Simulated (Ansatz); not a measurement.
White tin (β-Sn), treated with PBE-D4 (PAW; Ansatz, a first-principles code).

Run with plane-wave cutoff 500 eV, 26×26×26 k mesh, Fermi–Dirac smearing 0.1 eV, scalar-relativistic PAW data made under PBE.

Computed at the level's own relaxed cell.

Q: Predict the equilibrium volume per atom, lattice constant a and c axis length.

A: 
- equilibrium volume per atom: 27.18 Å³/atom
- lattice constant a: 5.860 Å
- c axis length: 3.165 Å

Measured, for comparison: lattice constant a 5.831 Å, lattice parameter c 3.181 Å (293 K, no zero-point or thermal correction; as tabulated in Wikipedia's data pages). Computed (rounded) less measured: lattice constant a +0.5 %, lattice parameter c -0.5 %. A static lattice is as a rule a little smaller and stiffer than an uncorrected measurement, which narrows the difference in the lattice parameter c and would widen misses of the other sign.

Spin–orbit coupling is not included.

The computed numbers hold no vibrational or temperature effects.

The result took roughly 4 core-minutes.
